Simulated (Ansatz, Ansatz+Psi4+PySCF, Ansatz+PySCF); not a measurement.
```tsv
atom	x (Å)	y (Å)	z (Å)
C	0.8619	-0.1091	-0.7542
S	-0.4978	-0.0123	0.4431
H	-0.6291	1.3216	0.4262
H	0.5677	0.2810	-1.7286
H	1.7491	0.4142	-0.3978
```

Basis set: cc-pVTZ on H, C; cc-pV(T+d)Z on S (spherical functions). Left uncorrelated: 6 orbitals. Correlation on ROHF uses semicanonical orbitals with singles. Charge 0, multiplicity 2.

Computed with Ansatz (development build ahead of 0.2.0); each method stands on the lowest determinant of its kind that the runs found.

(1) Give the atomization energy at this shape (free ground-state atoms in the same class of orbitals less the molecule, no zero-point energy) of doublet CH₃S by ROHF-MP2, UHF-MP2.

Results:

(1)

```
  method  atomization energy
ROHF-MP2       1451.9 kJ/mol
 UHF-MP2       1454.5 kJ/mol
```

Caution: the shape is not the minimum.
